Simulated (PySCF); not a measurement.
**Which determinant of PH lies lowest?**

Unrestricted PBE0; basis P 6-311G(d,p), H 6-311G(d,p); no relativity; PySCF 2.14. Outer shells of the fragments: P 3s2 3p3; H 1s1.

Followed along the bond (rough minima from three points):

```tsv
2Ms+1	unpaired	⟨S²⟩ at the start	R at minimum (Å)	Te (eV)
3	π ↑↑	2.01	1.43	0.00
1	π ↑↓	1.01	1.43	0.40
1	none	0.00	1.43	1.59
5	σ ↑↑, π ↑↑	6.00	none in the scan	≤ 6.49
```

Solutions found at the starting distance of 1.385 Å, counted from the lowest of them; the search is not exhaustive and high or unbound solutions are not listed, so other states can lie among these:

```csv
2Ms+1,unpaired,term,E (eV),⟨S²⟩,⟨Lz²⟩,μ (D)
3,π ↑↑,³Σ⁻,0.00,2.01,0.00,0.72
1,π ↑↓,mixed,0.40,1.01,2.01,0.70
1,none,mixed,1.58,0.00,2.00,0.73
3,"σ ↑, π ↑",³Π,3.70,2.01,1.01,0.78
1,"σ ↓, π ↑",mixed,4.18,1.02,1.01,1.05
3,"σ ↑, π ↑",³Π,6.68,2.00,1.00,0.97
1,"σ ↓, π ↑",mixed,6.96,1.01,1.01,1.00
5,"σ ↑↑, π ↑↑",⁵Σ⁻,7.24,6.00,0.00,0.63
3,"σ ↑↑, π ↑↓",mixed,8.44,3.01,2.02,0.84
1,"σ ↓↓, π ↑↑",mixed,8.80,2.01,0.00,0.92
```

A term symbol is given only where ⟨S²⟩ and ⟨Lz²⟩ are close to those of a pure state; real π, δ and φ orbitals otherwise mix terms. A positive dipole means P(−)H(+).

Counting both spins, an empty level lies below a filled one in some of these solutions, because spin and occupation are held.
